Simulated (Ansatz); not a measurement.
## A rate constant, worked out

An elementary step of AlNH4, singlet (AlNH₄ ([NH2][AlH2]) → AlNH₂ ([NH][AlH]) + H₂; Al–H, N–H broken or loosened, H–H formed or tightened). The start structure is the reactant molecule, and the electronic barrier above it is 3.153 eV by CCSD(T) at an estimated basis limit (MP2 extrapolated from triple and quadruple zeta, plus CCSD(T) − MP2 in triple zeta). Ansatz 0.2.0; basis: def2-TZVPP and def2-QZVPP; cores frozen in the correlated methods. Extrapolation: Hartree–Fock as exp(−7.88 √X), correlation as X^−2.97. Harmonic wavenumbers at PBE0-D4/def2-TZVP (Ansatz 0.2.0), in cm⁻¹:

Start: 423, 442, 494, 606, 735, 752, 834, 1568, 1935, 1940, 3607, 3698.

Saddle: 716i, 400, 470, 556, 583, 836, 962, 1026, 1672, 1952, 2672, 3670.

Question: Work out the transition-state-theory rate constant at 700 K from these numbers alone (harmonic vibrations; rotation, path degeneracy and anharmonicity left out), and the Wigner tunnelling factor. Use 1 cm⁻¹ = 1.2398 × 10⁻⁴ eV and k_B = 8.617 × 10⁻⁵ eV/K.

Answer: Zero-point energies, half the sums: start 17034/2 cm⁻¹ = 1.0560 eV; saddle, real modes only, 14799/2 cm⁻¹ = 0.9174 eV.
Barrier with zero-point energy: 3.153 + 0.9174 − 1.0560 = 3.0144 eV.
k_BT = 0.06032 eV, so the barrier is 49.97 k_BT.
Vibrational partition functions from the zero-point level, ln q = −Σ ln(1 − exp(−hν/k_BT)): start 2.616, saddle 2.333.
k = (k_BT/h) exp(ln q‡ − ln q) exp(−E0/k_BT), with log₁₀(k_BT/h in s⁻¹) = 13.16: log₁₀ k = 13.16 + (-0.283 − 49.97)/2.3026 = -8.66, so k ≈ 2 × 10^(-9) s⁻¹.
Wigner factor: 1 + (hν‡/k_BT)²/24 = 1 + (1.47)²/24 = 1.09. A change of 1 kcal/mol (0.043 eV) in the barrier would change k by a factor of 2.1 at this temperature.

No T1 diagnostic of these runs exceeds 0.028. The T1 diagnostic is large here, which may signal multireference character or strong orbital relaxation, so CCSD(T) is less sure.

Labels in which every atom is bracketed show which atoms are joined, not bond orders.

For scale, one of the runs: CCSD(T)/def2-TZVPP, 129 basis functions, launched by `ansatz run in.yaml --threads 2 --pin off --events-out ev --progress --plain --max-ram 4352MiB`. Hardware: 2 CPU threads of an Intel Xeon Platinum 8488C, shared host. Wall time about 4.1 s.
